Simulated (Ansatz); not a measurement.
Task: a search for lower mean-field states of CO (charge +1), with the Python package of Ansatz (0.2.0). Give the script and its output. Settings (for the species named): PBE, cc-pVDZ basis, multiplicity 2, D4 dispersion.

Input file `co.xyz`:
```text
2

C     0.00000    0.00000    0.00000
O     0.00000    0.00000    1.41000
```

`states_co.py`
```python
'''Does a wider search find a lower mean-field state of CO(+)?'''

import logging
import sys

import ansatz as az
import numpy as np

logging.basicConfig(stream=sys.stdout, format='%(levelname)s:%(name)s:%(message)s')
log = logging.getLogger('calc')
log.setLevel(logging.INFO)

SETTINGS = {
    'basis': 'cc-pVDZ',
    'functional': 'PBE',
    'vdw': 'd4',
    'charge': 1,
}


def main() -> None:
    co = az.Crystal.molecule_from_extxyz('co.xyz')
    symbols = [site.symbol for site in co.cartesian_sites]

    start = np.array([site.position_ang for site in co.cartesian_sites])
    for factor in [1.0, 1.25, 1.6]:
        xyz = (start - start.mean(axis=0)) * factor
        scaled = az.Crystal.molecule()
        for symbol, place in zip(symbols, xyz):
            scaled = scaled.atom(symbol, place.tolist())
        calc = scaled.calculation()
        calc = calc.basis(gaussian=SETTINGS['basis']).functional(SETTINGS['functional'], dispersion=SETTINGS['vdw'])
        calc = calc.charge(SETTINGS['charge'])
        calc = calc.spin('collinear', total=1)
        for search in ('off', 'standard'):
            try:
                data = calc.scf(lower_state_search=search).run(threads=1, backend='cpu').report
            except az.AnsatzError as error:
                log.info(f'x{factor} search {search}: {type(error).__name__}')
                continue
            state = data['mean_field']['state']
            log.info(f'all distances x{factor}, search {search:8s} E = {data["free_energy_ev"]:.5f} eV  <S^2> = {abs(state["spin_squared"]):.3f}  other states met: {len(data["mean_field"]["others"])}')


if __name__ == '__main__':
    main()
```

`python states_co.py` gives:
```text
INFO:calc:all distances x1.0, search off      E = -3063.96078 eV  <S^2> = 0.775  other states met: 0
INFO:calc:all distances x1.0, search standard E = -3063.96078 eV  <S^2> = 0.775  other states met: 6
INFO:calc:all distances x1.25, search off      E = -3061.28395 eV  <S^2> = 0.892  other states met: 0
INFO:calc:all distances x1.25, search standard E = -3061.28395 eV  <S^2> = 0.892  other states met: 8
INFO:calc:all distances x1.6, search off      E = -3058.76408 eV  <S^2> = 1.317  other states met: 0
INFO:calc:all distances x1.6, search standard E = -3059.47499 eV  <S^2> = 1.660  other states met: 12
```

Caveats:
- Total energies depend on the basis set; only differences at equal settings carry meaning.
- The count of other states can hold repeated and symmetry-equivalent ends of the search; scaling all distances is a test, and for more than two atoms no physical path.
- The run takes the species as open-shell (spin multiplicity 2), which needn't be its ground state.
- The expectation value of S² is noticeably off S(S+1) in at least one run, so that state is spin-contaminated.
- The spin state was assumed, and another may lie lower.
- The whole script took 8.5 s on 1 thread of Arm Neoverse V1, on a shared host, peak memory 0.15 GiB.
